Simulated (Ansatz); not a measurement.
We consider ReS2 (P-1, No. 2; cell taken from a computed entry), described by r²SCAN+rVV10 (plane waves, PAW; Ansatz, an electronic-structure program).

Settings: plane-wave cutoff 560 eV, 6×6×4 k mesh (along the axes of the cell as run), Fermi–Dirac smearing 0.01 eV, no spin polarisation, scalar-relativistic PAW data made under PBE.

Cell (relaxed at this level):

```
ReS2
1.0
    6.36492    -0.00045    -0.00839
    3.12526     5.66259     0.01254
    0.11278     3.38896    12.30165
Re S
8 16
Direct
  0.18735   0.06438   0.24641
  0.81265   0.93562   0.75359
  0.31263   0.43561   0.25363
  0.68737   0.56439   0.74637
  0.76123   0.03746   0.24903
  0.23877   0.96254   0.75097
  0.26125   0.53746   0.74900
  0.73875   0.46254   0.25100
  0.90551   0.71299   0.15316
  0.09449   0.28701   0.84684
  0.60266   0.77837   0.87680
  0.39734   0.22163   0.12320
  0.36608   0.75001   0.14002
  0.63392   0.24999   0.85998
  0.14286   0.72501   0.89133
  0.85714   0.27499   0.10867
  0.35716   0.77500   0.60864
  0.64284   0.22500   0.39136
  0.13390   0.74999   0.36001
  0.86610   0.25001   0.63999
  0.10264   0.27837   0.37683
  0.89736   0.72163   0.62317
  0.59447   0.78700   0.34687
  0.40553   0.21300   0.65313
```

Q: Give the computed band gap and smallest direct gap on the k points sampled.

A: 
band gap: 1.31 eV
smallest direct gap on the k points sampled: 1.34 eV

Spin–orbit coupling is not included.

The computed numbers hold no vibrational or temperature effects.
